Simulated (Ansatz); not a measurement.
**BNH (quartet): from Hartree-Fock to the top rungs, cc-pVTZ**

An exercise on one series of results from a longer session: the logs are not shown, and one member is left open.

The runs use Ansatz 0.2.0, Gaussian basis; cc-pVTZ, core rule «outside noble gas», up to 2 orbitals frozen.

To be run: UHF; CCSD(T) on ROHF; CCSD(T) on UHF; BCCD(T) on ROHF; CCSDT(Q) on ROHF; CCSDT(Q) on UHF; CASSCF and MRCISD+Q, 9 electrons in 9 orbitals; CASSCF and NEVPT2, 9 electrons in 9 orbitals.

5 further runs of the same task are left out: 2 for a known fault of the program, 3 set aside as unsound or not needed.

### The geometry

The geometry is a PBE0/def2-TZVP stationary point (not a proven minimum) of the parent state, kept for this charge and spin.

3 atoms, charge 0, spin multiplicity 4.

Atoms are counted from 1 here; the program's logs count them from 0.

Bond lengths: B1–N2 1.234 Å, N2–H3 0.993 Å. Angles: B1–N2–H3 180.0°.

The first run:

in.yaml

```yaml
crystal:
  periodic: [false, false, false]
  atoms:
    - {symbol: B, position_ang: [0.000000, 0.000000, 1.153245]}
    - {symbol: N, position_ang: [0.000000, 0.000000, -0.080303]}
    - {symbol: H, position_ang: [0.000000, 0.000000, -1.072942]}
basis:
  gaussian: {orbitals: cc-pVTZ}
magnetization: {spin_polarized: true, initial_magnetization: 3}
hamiltonian: {xc: hf}
output: {orbitals: {seedname: orbitals}}
```

Started as:

```sh
ansatz run in.yaml --threads 1 --pin off --events-out ev --progress --plain --max-ram 2816MiB --backend cpu
```

Among the steps run: UHF; CCSD(T) on ROHF; CCSD(T) on UHF; BCCD(T) on ROHF; CCSDT(Q) on ROHF; CCSDT(Q) on UHF; CASSCF and MRCISD+Q, 9 electrons in 9 orbitals; CASSCF and NEVPT2, 9 electrons in 9 orbitals.

One table of the session follows, with a row left open; its other results are not shown here.

```
          method  from RCCSDT(Q) (kcal/mol)
            ROHF                    +160.26
             UHF                    +156.69
            RMP2                     +26.22
            UMP2                     +26.47
           RCCSD                     +13.01
           UCCSD                     +12.97
        RCCSD(T)                      +7.30
        UCCSD(T)                      +7.35
         BCCD(T)                          ?
          RCCSDT                      +2.02
          UCCSDT                      +2.10
       RCCSDT(Q)                          0
       UCCSDT(Q)                      +0.06
  CASSCF valence                    +114.64
  NEVPT2 valence                     +28.80
  MRCISD valence                     +13.38
MRCISD+Q valence                      +8.23
```

**Question.** Estimate the row for BCCD(T).

The run gave: from RCCSDT(Q) (kcal/mol): +7.34. In the column «from RCCSDT(Q) (kcal/mol)» it lies between RCCSD(T) (+7.30) and UCCSD(T) (+7.35).

Limits of these values: The report flags that the cluster equations may have other roots. The program flags RCCSDT(Q), UCCSDT(Q) as in doubt, so the zero of the table is itself unsure. Restricted and unrestricted rows rest on different reference determinants; where their highest levels disagree by more than a few hundredths of an eV, they describe different states and don't form one ladder.
